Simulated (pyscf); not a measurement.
PySCF, gas phase, ωB97X-D3(BJ)/def2-SVP geometries.

Estimate the classical barrier height and the reaction energy of ammonia (NH₃) + H₂N–SiH(NH₂)–OH → H₂N–SiH(NH₂)–NH₂ + water (H₂O) at HF/def2-TZVP. The step runs on the singlet surface, breaks H–N, O–Si and forms N–Si, H–O; take the separated reactants as zero.

ΔE‡ = 219.2 kJ/mol, ΔE = +56.9 kJ/mol. ωB97M-D3(BJ)/def2-TZVP gives 132.6 kJ/mol and +51.2 kJ/mol. Zero-point energy shifts the barrier by +1.7 kJ/mol. It is a four-centre exchange, with an imaginary mode of 1039i cm⁻¹. On the reactant side the descent ends in a complex (not fully relaxed), 22.6 kJ/mol under the separated species and 153.9 kJ/mol under the saddle at ωB97X-D3(BJ)/def2-TZVP. On the product side the descent ends in a complex, 25.3 kJ/mol under the separated species and 107.0 kJ/mol under the saddle at ωB97X-D3(BJ)/def2-TZVP. One saddle was located; it need not be the lowest between these sides.
